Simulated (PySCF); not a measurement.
# C4H9NO: the cost of one run

Computed with PySCF 2.14.0, with density-fitted response routines of our own, on a single molecule, in the gas phase or a continuum. Atoms count from 0, in the outputs and in this text.

## 1. Starting geometry

15 atoms, charge 0, multiplicity 1; geometry from: GFN2-xTB. The atoms were then displaced at random by about 0.01 Å, so the start is not that level's minimum.

Bonds of the start (Å): C0–C1 1.50, C1–C2 1.51, C2–C3 1.57, C3–N4 1.33, C3–O5 1.19, C0–H6 1.11, C0–H7 1.08, C0–H8 1.09, C1–H9 1.09, C1–H10 1.08, C2–H11 1.09, C2–H12 1.09, N4–H13 1.03, N4–H14 1.00.

## 2. Relaxing the molecule at PBE0-D3(BJ)/def2-TZVP

The job: settings as JSON, then the geometry in Å.

```
{"job": {"xc": "PBE0", "basis": "def2-TZVP", "d3": "d3bj", "grid": 2, "shake": 0.01, "kind": "geom"}, "charge": 0, "multiplicity": 1}
C     -2.188740    -0.422270    -0.320600
C     -0.747500    -0.438950    -0.732230
C      0.133480     0.179840     0.331870
C      1.652100     0.151180    -0.064110
N      2.444020     0.681890     0.859560
O      2.030970    -0.301210    -1.102050
H     -2.528210     0.627090    -0.168180
H     -2.814130    -0.834240    -1.104700
H     -2.368560    -0.946290     0.617480
H     -0.429950    -1.467150    -0.892480
H     -0.607200     0.105470    -1.656600
H     -0.127260     1.223270     0.523450
H      0.012320    -0.349560     1.273600
H      2.091920     1.073600     1.741340
H      3.431410     0.699970     0.686420
```

On the command line:

```sh
OMP_NUM_THREADS=1 python probes_run.py task.json out
```

One launch serves the whole session: the jobs run in the order shown.

Q: Estimate the wall time and peak memory of this first job on 1 thread of Arm Neoverse V1, shared host.

About 4.5 min, with a peak of 1.2 GiB.
